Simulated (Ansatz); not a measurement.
Results of PBEsol in Ansatz (PAW) for BiTeI (P3m1, No. 156; cell taken from a computed entry).

Run with plane-wave cutoff 520 eV, 12×12×6 k mesh (along the axes of the cell as run), Fermi–Dirac smearing 0.01 eV, scalar-relativistic PAW data made under PBE.

Cell (relaxed with PBEsol):

```
BiITe
1.0
    4.33549     0.00000     0.00000
   -2.16774     3.75464     0.00000
    0.00000     0.00000     6.88022
Bi Te I
1 1 1
Direct
  0.00000   0.00000   0.92157
  0.66667   0.33333   0.67379
  0.33333   0.66667   0.22394
```

Question: Predict the band gap, smallest direct gap on the k points sampled and direct gap at Γ.

Answer: 
- band gap = 1.12 eV
- smallest direct gap on the k points sampled = 1.15 eV
- direct gap at Γ = 2.40 eV

Note: this cell isn't known to be the ambient phase, and symmetry holds it in the calculation.

Spin–orbit coupling is not included; with these elements it can move the gap by several tenths of an eV or more.

The computed numbers hold no vibrational or temperature effects.

It cost about 60 core-seconds (a rough figure) of CPU time.

Ansatz is a first-principles code.
